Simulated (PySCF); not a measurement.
Molecule: acrylonitrile (C=CC#N, C3H3N).

Bonds (- single, = double, # triple, : aromatic): C1=C2 1.338 Å, C2-C3 1.428 Å, C3#N4 1.160 Å. C1 carries H5, H6; C2 carries H7. H5 is cis to C3; H6 is trans to C3.

Geometry PBE0-D3(BJ)/def2-SVP throughout; GIAO in PySCF 2.14.0 with density-fitted response routines, gas phase, one conformer, non-relativistic; equivalent atoms averaged; functional PBE0.

(1) How do the absolute shieldings σ depend on the basis set? (ppm; last column core-seconds on shared hosts with different chips, so compare them loosely)

(2) Which nucleus moves most, in ppm?

(3) Taking the largest basis, pcSseg-2 (186 functions), as the yardstick, rank the others by their worst heavy-atom deviation.

Answers

(1) 
```csv
basis set,functions,C1,C2,C3,N4,H5,H6,H7,core-s
STO-3G,23,115.8,135.7,142.1,53.2,26.23,26.24,26.77,1.1
6-31G,42,64.0,90.4,84.4,-23.2,25.88,26.14,26.55,2.2
pcSseg-0,42,40.1,70.4,59.4,-68.2,26.09,26.36,26.95,1.5
6-31G*,62,60.8,88.7,87.0,-18.9,25.74,25.93,26.42,2.9
def2-SVP,71,56.3,84.5,82.6,-30.6,25.16,25.39,25.92,3
cc-pVDZ,71,59.2,86.0,84.6,-24.3,25.02,25.24,25.78,2.5
pcSseg-1,83,37.8,67.8,62.6,-59.9,24.84,25.02,25.64,2.9
aug-cc-pVDZ,119,58.0,85.2,80.8,-21.3,24.90,25.06,25.48,4
"6-311+G(2d,p)",126,43.1,71.9,65.8,-46.9,25.10,25.32,25.71,5.5
def2-TZVP,142,42.1,70.7,65.5,-50.3,25.08,25.29,25.70,6.6
cc-pVTZ,162,43.7,72.4,67.1,-48.5,24.91,25.10,25.53,6.5
IGLO-III,170,35.5,65.2,60.4,-56.6,24.97,25.18,25.57,6.5
pcSseg-2,186,34.5,64.6,59.5,-59.5,24.82,25.02,25.45,7.4
```

(2) N4 (nitrile nitrogen): from -68.2 ppm with pcSseg-0 to 53.2 ppm with STO-3G. The smallest spread is 1.34 ppm, at H6. Proton shifts span only some 12 ppm, so a few tenths of a ppm matter as much there as several ppm in carbon.

(3) IGLO-III 3.0 ppm (170 functions), pcSseg-1 3.3 ppm (83 functions), pcSseg-0 8.6 ppm (42 functions), def2-TZVP 9.3 ppm (142 functions), cc-pVTZ 11.1 ppm (162 functions), 6-311+G(2d,p) 12.6 ppm (126 functions), def2-SVP 29.0 ppm (71 functions), cc-pVDZ 35.3 ppm (71 functions), 6-31G 36.4 ppm (42 functions), aug-cc-pVDZ 38.2 ppm (119 functions), 6-31G* 40.6 ppm (62 functions), STO-3G 112.7 ppm (23 functions).

A small basis that lands close on one nucleus may do so by chance; judge by the trend and by all nuclei.
